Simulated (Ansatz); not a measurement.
Two isomers of C3H6N2O: A = `C=N/C(O)=N\C`, B = `COCN=C=N`.

Program: Ansatz. Geometries: PBE0-D4/def2-TZVP. ΔE: electronic, gas phase. CBS: MP2 limit from def2 TZ/QZ plus the TZ coupled-cluster correction, frozen cores. Functionals use def2-TZVPP. B3LYP here is the variant with VWN-RPA as its local correlation; programs differ in this. One conformer a species, not always the lowest.

**Question.** Which is lower in electronic energy at CCSD(T)/CBS, and by how much? (Estimate.)

**Answer.** The calculation gave: A, by 9.7 kcal/mol.

**Question.** Give E(B) − E(A) in kcal/mol with HF/def2-TZVPP, PBE-D4, MP2/def2-TZVPP, r2SCAN-D4, B3LYP, B2PLYP, CCSD/def2-TZVPP. (Best estimate.)

**Answer.** The calculation gave: HF/def2-TZVPP 8.5, PBE-D4 6.2, MP2/def2-TZVPP 7.1, r2SCAN-D4 5.7, B3LYP 6.1, B2PLYP 6.4, CCSD/def2-TZVPP 9.4. None reverses the order clearly.

Largest T1 diagnostic: 0.014.

From PBE to PBE0 (25 % exact exchange), in def2-TZVPP and without D4, E(B) − E(A) moves by +1.2 kcal/mol.
